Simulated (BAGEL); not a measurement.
# OH− (hydroxide) at 5 levels

Aim: a comparison of 5 runs (HF/pcseg-2, PBE0/def2-SVP, B3LYP/6-31+G*, B3LYP/6-311+G**, CASCI(8,5)/cc-pVDZ) of OH− (hydroxide). 

The results are computed with BAGEL 1.2.2.

10 further runs of the same task are left out: 2 that didn't finish, 8 set aside as unsound or not needed.

### 1 The molecule

OH−: 2 atoms, total charge -1, spin state singlet. As SMILES, `[OH-]`. Geometry: relaxed at PBE0-D4/def2-TZVPD.

Bond lengths: O1–H2 0.964 Å.

### 2 The energy at HF/pcseg-2 (run 1)

input.json reads:

```json
{ "bagel": [

{
  "title": "molecule",
  "basis": "pcseg-2.json",
  "df_basis": "qzvpp-jkfit",
  "angstrom": true,
  "geometry": [
    { "atom": "O", "xyz": [    0.411800,   -0.131800,    0.212500 ] },
    { "atom": "H", "xyz": [   -0.411800,    0.131800,   -0.212500 ] }
  ]
},
{ "title": "hf", "charge": -1, "df": false },
{ "title": "print", "file": "orbitals.molden", "orbitals": true }

]}
```

The basis set pcseg-2 is read from a file made from the Basis Set Exchange's data (not shown).

Launch:

```bash
BAGEL_NUM_THREADS=1 BAGEL input.json > input.out
```

The program printed:

```text
* using 1 threads per process

  ===============================================================
  ===============================================================

  *** Geometry ***

  { "atom" : "O", "xyz" : [      0.778189,     -0.249066,      0.401567 ] },
  { "atom" : "H", "xyz" : [     -0.778189,      0.249066,     -0.401567 ] },

  Number of auxiliary basis functions:       95

  Since a DF basis is specified, we compute 2- and 3-index integrals:
    o Being stored without compression. Storage requirement is 0.001 GB

  Number of basis functions:       44
  Number of electrons      :        9

    * METHOD: MOLECULE                             0.01

  *** RHF ***

  === Nuclear Repulsion ===
     4.3935670399

      * DIIS with orbital gradients will be used.

  === RHF iteration (pcseg-2.json) ===
      0        -75.12828835          0.06139097           0.02
      1        -75.21991899          0.04932033           0.02
      2        -75.40238018          0.00278072           0.02
      3        -75.40296902          0.00034072           0.02
      4        -75.40298394          0.00004914           0.02
      5        -75.40298427          0.00001033           0.02
      6        -75.40298429          0.00000207           0.02
      7        -75.40298429          0.00000050           0.02
      8        -75.40298429          0.00000024           0.02
      9        -75.40298429          0.00000004           0.02
     10        -75.40298429          0.00000001           0.02
     11        -75.40298429          0.00000000           0.02
    * SCF iteration converged.

    * Permanent dipole moment:
           (    0.553437,    -0.177132,     0.285589) a.u.

    * METHOD: HF                                   0.31

    * METHOD: PRINT                                0.00

  ===============================================================
```

Run time: 0.52 s. Hardware: 1 thread of AMD EPYC 9R45 (Zen 5), shared host.

### 3 The energy at PBE0/def2-SVP (density fitting with qzvpp-jkfit) (run 2)

input.json reads:

```json
{ "bagel" : [

{
  "title" : "molecule",
  "basis" : "svp",
  "df_basis" : "qzvpp-jkfit",
  "angstrom" : true,
  "geometry" : [
    { "atom" : "O", "xyz" : [       0.411800,      -0.131800,       0.212500 ] },
    { "atom" : "H", "xyz" : [      -0.411800,       0.131800,      -0.212500 ] }
  ]
},

{ "title" : "ks", "xc_func" : "pbe0", "charge" : -1 },

{ "title" : "print", "file" : "orbitals.molden", "orbitals" : true }

]}
```

Launch:

```bash
BAGEL_NUM_THREADS=1 BAGEL input.json > input.out
```

The program printed:

```text
* using 1 threads per process

  ===============================================================
  ===============================================================

  *** Geometry ***

  { "atom" : "O", "xyz" : [      0.778189,     -0.249066,      0.401567 ] },
  { "atom" : "H", "xyz" : [     -0.778189,      0.249066,     -0.401567 ] },

  Number of auxiliary basis functions:       95

  Since a DF basis is specified, we compute 2- and 3-index integrals:
    o Being stored without compression. Storage requirement is 0.000 GB

  Number of basis functions:       19
  Number of electrons      :        9

    * METHOD: MOLECULE                             0.01

  *** Kohn-Sham DFT ***

    * Removing 1506 points whose weight is below 1.00e-10
    * Grid points: 28306

  === Nuclear Repulsion ===
     4.3935670399

       - DIIS with orbital gradients will be used.

  === KS iteration (pbe0 / svp) ===
      0        -68.85086555          0.24365384           0.02
      1        -70.38377007          0.28143483           0.01
      2        -71.94490882          0.26209215           0.01
      3        -75.51214008          0.05068883           0.01
      4        -75.53457391          0.04021707           0.01
      5        -75.56592834          0.02218547           0.01
      6        -75.57900127          0.00405836           0.01
      7        -75.57946692          0.00006268           0.01
      8        -75.57946711          0.00000435           0.01
      9        -75.57946711          0.00000070           0.01
     10        -75.57946711          0.00000003           0.01
     11        -75.57946711          0.00000000           0.01
    * SCF iteration converged.

    * Permanent dipole moment:
           (    0.409943,    -0.131206,     0.211542) a.u.

    * METHOD: KS                                   0.18

    * METHOD: PRINT                                0.00

  ===============================================================
```

Wall time 0.38 s (1 thread of AMD EPYC 9R45 (Zen 5), shared host).

### 4 The energy at B3LYP/6-31+G(d) (density fitting with qzvpp-jkfit, spherical functions) (run 3)

calc.json reads:

```json
{ "bagel": [

{
  "title": "molecule",
  "basis": "6-31+gs.json",
  "df_basis": "qzvpp-jkfit",
  "angstrom": true,
  "geometry": [
    { "atom": "O", "xyz": [    0.411800,   -0.131800,    0.212500 ] },
    { "atom": "H", "xyz": [   -0.411800,    0.131800,   -0.212500 ] }
  ]
},
{
  "title": "ks",
  "xc_func": "b3lyp",
  "charge": -1
},
{
  "title": "print",
  "file": "orbitals.molden",
  "orbitals": true
}

]}
```

The basis set 6-31+G* is read from a file made from the Basis Set Exchange's data (not shown).

Launch:

```bash
BAGEL_NUM_THREADS=1 BAGEL calc.json > calc.out
```

The program printed:

```text
* using 1 threads per process

  ===============================================================
  ===============================================================

  *** Geometry ***

  { "atom" : "O", "xyz" : [      0.778189,     -0.249066,      0.401567 ] },
  { "atom" : "H", "xyz" : [     -0.778189,      0.249066,     -0.401567 ] },

  Number of auxiliary basis functions:       95

  Since a DF basis is specified, we compute 2- and 3-index integrals:
    o Being stored without compression. Storage requirement is 0.000 GB

  Number of basis functions:       20
  Number of electrons      :        9

    * METHOD: MOLECULE                             0.01

  *** Kohn-Sham DFT ***

    * Removing 1506 points whose weight is below 1.00e-10
    * Grid points: 28306

  === Nuclear Repulsion ===
     4.3935670399

       - DIIS with orbital gradients will be used.

  === KS iteration (b3lyp / 6-31+gs.json) ===
      0        -69.05368023          0.24882376           0.02
      1        -66.24427813          0.28405437           0.01
      2        -70.90142427          0.26960785           0.01
      3        -75.33580529          0.11883596           0.01
      4        -75.29420686          0.13213572           0.01
      5        -75.28275684          0.13358489           0.01
      6        -75.76708760          0.03461805           0.01
      7        -75.79516335          0.00206156           0.01
      8        -75.79526591          0.00013397           0.01
      9        -75.79526631          0.00001817           0.01
     10        -75.79526632          0.00000198           0.01
     11        -75.79526632          0.00000009           0.01
     12        -75.79526632          0.00000000           0.01
    * SCF iteration converged.

    * Permanent dipole moment:
           (    0.657758,    -0.210521,     0.339424) a.u.

    * METHOD: KS                                   0.22

    * METHOD: PRINT                                0.00

  ===============================================================
```

Run time: 0.42 s. Hardware: 1 thread of AMD EPYC 9R45 (Zen 5), shared host.

Run 4 isn't shown in full; the table further down has it.

### 5 A single-point energy at CASCI(8,5)/cc-pVDZ (DC, density fitting with qzvpp-jkfit, Cartesian functions) (run 5)

input.json reads:

```json
{ "bagel": [

{
  "title": "molecule",
  "basis": "cc-pvdz.json",
  "df_basis": "qzvpp-jkfit",
  "angstrom": true,
  "cartesian": true,
  "finite_nucleus": true,
  "geometry": [
    { "atom": "O", "xyz": [       0.411800,      -0.131800,       0.212500 ] },
    { "atom": "H", "xyz": [      -0.411800,       0.131800,      -0.212500 ] }
  ]
},

{ "title": "hf", "charge": -1 },

{ "title": "dhf", "charge": -1, "gaunt": false, "breit": false },

{ "title": "zfci", "state": [2], "ncore": 1, "norb": 5, "charge": -1, "gaunt": false, "breit": false }

]}
```

The basis set cc-pVDZ is read from a file made from the Basis Set Exchange's data (not shown).

Launch:

```bash
BAGEL_NUM_THREADS=1 BAGEL input.json > input.out
```

The program printed:

```text
* using 1 threads per process

  ===============================================================
  ===============================================================

  Cartesian basis functions are used
  *** Geometry ***

  { "atom" : "O", "xyz" : [      0.778189,     -0.249066,      0.401567 ] },
  { "atom" : "H", "xyz" : [     -0.778189,      0.249066,     -0.401567 ] },

  Number of auxiliary basis functions:      113

  Since a DF basis is specified, we compute 2- and 3-index integrals:
    o Being stored without compression. Storage requirement is 0.000 GB

  Number of basis functions:       20
  Number of electrons      :        9

    * METHOD: MOLECULE                             0.01

  *** RHF ***

  === Nuclear Repulsion ===
     4.3935670399

[... 29 lines left out ...]
imaginary part of energy is nonzero!! Perhaps Fock is not Hermite for some reasons 1.017384094e-12
[... 105 lines left out ...]
                 * error                                       0.00
[... 131 lines left out ...]
                 * error                                       0.00
[... 161 lines left out ...]
                 * error                                       0.00
[... 150 lines left out ...]
                 * error                                       0.00
[... 143 lines left out ...]
                 * error                                       0.00
[... 103 lines left out ...]
                 * error                                       0.00
[... 7 lines left out ...]
                 * error                                       0.00
[... 7 lines left out ...]
                 * error                                       0.00
[... 7 lines left out ...]
                 * error                                       0.00
[... 7 lines left out ...]
                 * error                                       0.00
[... 7 lines left out ...]
                 * error                                       0.00
[... 2 lines left out ...]
     99   0  *     -75.39014122     6.88e-11      0.00
     99   1        -75.20902966     1.15e-09      0.00

     * ci vector, state   0

     * ci vector, state   1
       222bb  (0.5094803434,0.0932676793)
       2b2b2  (0.0798072387,0.0145447953)

     * ci vector, state   0
       2222.  (-0.9984467725,-0.0084989179)

     * ci vector, state   1
       222ba  (0.3611920329,0.2973754093)
       222ab  (-0.2472252084,-0.3967702845)
       2a2b2  (0.0712956710,-0.0142432008)
       2b2a2  (0.0382585135,0.0617565376)

     * ci vector, state   0

     * ci vector, state   1
       222aa  (-0.0255375678,-0.5172141229)
       2a2a2  (0.0651096365,0.0483616149)

    * METHOD: ZFCI                                 0.27

  ===============================================================
```

Wall time 0.74 s (1 thread of AMD EPYC 9R45 (Zen 5), shared host).

### 6 All runs side by side

| run | level | integral approximation | Cartesian functions | energy (Eh) | HOMO energy (eV) | LUMO energy (eV) | HOMO–LUMO gap (eV) | wall time |
| --- | --- | --- | --- | --- | --- | --- | --- | --- |
| 1 | HF/pcseg-2 | none | no | -75.402984 | -2.49 | 9.26 | 11.74 | 0.52 s |
| 2 | PBE0/def2-SVP (density fitting with qzvpp-jkfit) | qzvpp-jkfit | no | -75.579467 | 4.10 | 10.53 | 6.43 | 0.38 s |
| 3 | B3LYP/6-31+G* (density fitting with qzvpp-jkfit, spherical functions) | qzvpp-jkfit | no | -75.795266 | 1.33 | 8.31 | 6.99 | 0.42 s |
| 4 | B3LYP/6-311+G** (density fitting with qzvpp-jkfit) | qzvpp-jkfit | no | -75.827345 | 1.27 | 8.03 | 6.76 | 0.5 s |
| 5 | CASCI(8,5)/cc-pVDZ (DC, density fitting with qzvpp-jkfit, Cartesian functions) | qzvpp-jkfit | yes | -75.390141 | – | – | – | 0.74 s |

### 7 Results

```
           quantity         value
run 5: total energy  -75.39014 Eh
```

**Reading.** Over runs 1, 2, 3, 4 the HOMO–LUMO gap runs from 6.43 eV (PBE0/def2-SVP) to 11.74 eV (HF/pcseg-2). The two ends differ in method and basis. The empty levels of an anion lie above zero and hang on the basis. Totals of different functionals can't be ranked against each other. In runs 2, 3, 4 the HOMO lies above zero, so the outermost electron may be held by the basis alone. All runs together took 2.6 s, the longest 0.74 s.
